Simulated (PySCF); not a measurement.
# HNC (hydrogen isocyanide) at 6 levels

We compute a comparison of 6 runs (B3LYP/aug-cc-pVTZ, BLYP/aug-cc-pVTZ, M06-L/aug-cc-pVTZ, SVWN5/aug-cc-pVTZ, r2SCAN/aug-cc-pVTZ, CCSD(T)/aug-cc-pVTZ) of HNC (hydrogen isocyanide). The job is set up through a Python script.

Program for the calculation: PySCF 2.14.0.

1 further run of the same task is left out (set aside as unsound or not needed).

**1. The structure to begin with**

The species is HNC (3 atoms), meant as a singlet with charge 0. As SMILES, `[C-]#[NH+]`. The coordinates come from a PBE0-D4/def2-TZVP relaxation.

Bond lengths: C1–N2 1.163 Å, N2–H3 0.997 Å. Angles: C1–N2–H3 180.0°.

**2. A single-point energy at B3LYP/aug-cc-pVTZ (run 1)**

geometry.xyz reads:

```xyz
3

C     -0.623470     0.883520    -0.241540
N      0.031410    -0.044070     0.012200
H      0.592060    -0.839450     0.229340
```

job.py reads:

```python
from pyscf import gto, dft

mol = gto.M(
    atom='geometry.xyz',
    spin=0,
    max_memory=1860,
    verbose=3,
    basis='aug-cc-pvtz',
)

myscf = dft.RKS(mol)
myscf.xc = 'b3lyp'
myscf.grids.level = 5
myscf.conv_tol = 1e-10
myscf.kernel()
if not myscf.converged:
    myscf = myscf.newton().run(myscf.mo_coeff, myscf.mo_occ)

etot = myscf.e_tot
print('E = %.10f Eh' % etot)
```

Command:

```
$ OMP_NUM_THREADS=1 python job.py
```

Output:

```text
converged SCF energy = -93.4404577652036
E = -93.4404577652 Eh
```

Wall time 9.6 s (1 thread of Arm Neoverse V1, shared host); peak memory 0.58 GiB.

**3. The energy at BLYP/aug-cc-pVTZ (run 2)**

job.py reads:

```python
from pyscf import gto, dft

molecule = gto.M(
    atom='''
C     -1.178188     1.669611    -0.456444
N      0.059356    -0.083280     0.023055
H      1.118831    -1.586331     0.433390
''',
    max_memory=1860,
    basis='aug-cc-pvtz',
    unit='bohr',
    verbose=3,
)

mf = dft.RKS(molecule, xc='blyp')
mf.conv_tol = 1e-10
mf.grids.level = 5
mf.kernel()
if not mf.converged:
    mf = mf.newton().run(mf.mo_coeff, mf.mo_occ)

energy = mf.e_tot
print('E(%s) = %.9f' % ('BLYP', energy))
```

Command:

```
$ OMP_NUM_THREADS=1 python job.py
```

Output:

```text
converged SCF energy = -93.4179621642255
E(BLYP) = -93.417962164
```

It took 8.7 s on 1 thread of Arm Neoverse V1, shared host; peak memory 0.58 GiB.

Runs 3 to 5 aren't shown in full; the table further down has their settings and results.

**4. A single-point energy at CCSD(T)/aug-cc-pVTZ (run 6)**

calc.py reads:

```python
# hydrogen isocyanide
from pyscf import gto, scf, cc

system = gto.M(
    atom='''
C     -1.178188     1.669611    -0.456444
N      0.059356    -0.083280     0.023055
H      1.118831    -1.586331     0.433390
''',
    max_memory=1860,
    verbose=3,
    charge=0,
    basis='aug-cc-pvtz',
    unit='bohr',
)

calc0 = scf.RHF(system)
calc0.conv_tol = 1e-10
calc0.kernel()
if not calc0.converged:
    calc0 = calc0.newton().run(calc0.mo_coeff, calc0.mo_occ)

mycc = cc.CCSD(calc0, frozen=2)
mycc.kernel()
e_t = mycc.ccsd_t()
e_final = mycc.e_tot + e_t
print('E = %.10f Eh' % e_final)
```

Command:

```
$ OMP_NUM_THREADS=1 python calc.py
```

Output:

```text
converged SCF energy = -92.8939378070611
E(CCSD) = -93.23944926439313  E_corr = -0.3455114573320119
CCSD(T) correction = -0.0177593189205096
E = -93.2572085833 Eh
```

Run time: 40 s. Hardware: 1 thread of Arm Neoverse V1, shared host; peak memory 1.6 GiB.

**5. Overview of the runs**

| run | level | integration grid | frozen core orbitals | energy (Eh) | dipole moment (D) of the reference | HOMO energy (eV) | LUMO energy (eV) | wall time |
| --- | --- | --- | --- | --- | --- | --- | --- | --- |
| 1 | B3LYP/aug-cc-pVTZ | 5 | – | -93.440458 | 3.07 | -8.97 | -0.47 | 9.6 s |
| 2 | BLYP/aug-cc-pVTZ | 5 | – | -93.417962 | 3.09 | -7.52 | -0.83 | 8.7 s |
| 3 | M06-L/aug-cc-pVTZ | 5 | – | -93.420413 | 3.07 | -7.84 | -0.51 | 23 s |
| 4 | SVWN5/aug-cc-pVTZ | 5 | – | -92.629773 | 3.19 | -7.60 | -1.11 | 6.6 s |
| 5 | r2SCAN/aug-cc-pVTZ | 5 | – | -93.379839 | 3.13 | -7.99 | -0.54 | 20 s |
| 6 | CCSD(T)/aug-cc-pVTZ | – | 2 | -93.257209 | 2.90 | -13.36 | 0.62 | 40 s |

**6. Outcome**

| quantity | value |
| --- | --- |
| run 6: total energy | -93.25721 Eh |
| run 6: dipole moment (Hartree–Fock density) | 2.90 D |
| run 6: HOMO energy (Hartree–Fock orbitals) | -13.36 eV |
| run 6: LUMO energy (Hartree–Fock orbitals) | 0.62 eV |
| run 6: HOMO–LUMO gap (Hartree–Fock orbitals) | 13.97 eV |
| run 6: correlation energy (2 core orbitals frozen) | -363.3 mEh |
| run 6: (T) correction | -17.76 mEh |
| run 6: T1 diagnostic | 0.016 |

In words: Over runs 1, 2, 3, 4, 5 the dipole moment (its size) runs from 3.07 D (B3LYP/aug-cc-pVTZ) to 3.19 D (SVWN5/aug-cc-pVTZ). Over runs 1, 2, 3, 4, 5 the HOMO–LUMO gap runs from 6.49 eV (SVWN5/aug-cc-pVTZ) to 8.50 eV (B3LYP/aug-cc-pVTZ). Totals of different functionals can't be ranked against each other. All runs together took 1.8 min, the longest 40 s.
